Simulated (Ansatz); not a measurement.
Process, species as SMILES: PP (P2H4) + [H][H] (H2) → 2 P (PH3)
B3LYP-D3(BJ)/def2-TZVP geometries, fixed; electronic energies without zero-point terms.

How fast the energy of full hydrogenation converges with the basis for several methods (Ansatz, a first-principles code): deviation from each method's own reference, in kcal/mol. References: B3LYP -6.66 kcal/mol, the value in aug-pcseg-3; CCSD(T) -4.72 kcal/mol, Hartree-Fock in cc-pV(Q+d)Z plus the correlation part extrapolated as X^-3 from cc-pV(T+d)Z and cc-pV(Q+d)Z; HF -11.04 kcal/mol, the value in aug-pcseg-3; MP2 -2.89 kcal/mol, Hartree-Fock in aug-cc-pV(Q+d)Z plus the correlation part extrapolated as X^-3 from aug-cc-pV(T+d)Z and aug-cc-pV(Q+d)Z; PBE -3.57 kcal/mol, the value in aug-pcseg-3; r2SCAN -3.70 kcal/mol, the value in aug-pcseg-3. Cartesian d functions, on some or all atoms, in 6-31G*, 6-31+G*, 6-31G**, 6-311G**; all else is spherical. In correlated methods cores are frozen. No added dispersion term, no relativity. 

| basis | functions | B3LYP | CCSD(T) | HF | MP2 | PBE | r2SCAN |
|---|---|---|---|---|---|---|---|
| 6-31G | 34 | 2.13 | 1.65 | 2.75 | … | 1.29 | 1.06 |
| 6-31G* | 46 | 0.24 | 0.95 | -0.93 | … | -0.13 | -0.17 |
| 6-31+G* | 54 | -0.54 | 0.70 | -1.20 | … | -0.97 | -0.62 |
| def2-SVP | 56 | -1.92 | -5.06 | -2.20 | … | -2.01 | -2.21 |
| 6-31G** | 58 | 0.37 | -1.62 | -0.52 | … | -0.01 | -0.28 |
| cc-pV(D+d)Z | 66 | -1.11 | -4.12 | -1.42 | … | -1.30 | -1.39 |
| 6-311G** | 78 | -1.69 | -5.10 | -1.85 | … | -1.92 | -1.85 |
| aug-pcseg-1 | 90 | -0.82 | -2.44 | -0.96 | … | -1.10 | -1.03 |
| 6-311++G(2d,2p) | 110 | -0.01 | -2.03 | 0.05 | … | -0.05 | -0.08 |
| def2-TZVPD | 122 | 0.13 | -0.18 | 0.01 | … | 0.17 | 0.14 |
| jun-cc-pV(T+d)Z | 152 | -0.11 | -0.90 | 0.03 | … | -0.11 | -0.11 |
| pcseg-3 | 260 | 0.00 | -0.49 | -0.01 | … | -0.01 | -0.01 |

Task: Fill in the missing entries.

Result: 
- 6-31G, MP2: -0.06
- 6-31G*, MP2: -0.67
- 6-31+G*, MP2: -0.92
- def2-SVP, MP2: -5.58
- 6-31G**, MP2: -2.90
- cc-pV(D+d)Z, MP2: -4.33
- 6-311G**, MP2: -6.11
- aug-pcseg-1, MP2: -3.02
- 6-311++G(2d,2p), MP2: -2.21
- def2-TZVPD, MP2: -0.20
- jun-cc-pV(T+d)Z, MP2: -1.03
- pcseg-3, MP2: -0.57

Mean absolute deviation over 6-311G**, 6-311++G(2d,2p), def2-TZVPD, jun-cc-pV(T+d)Z: B3LYP 0.49, HF 0.49, r2SCAN 0.55, PBE 0.56, CCSD(T) 2.05, MP2 2.39 kcal/mol.
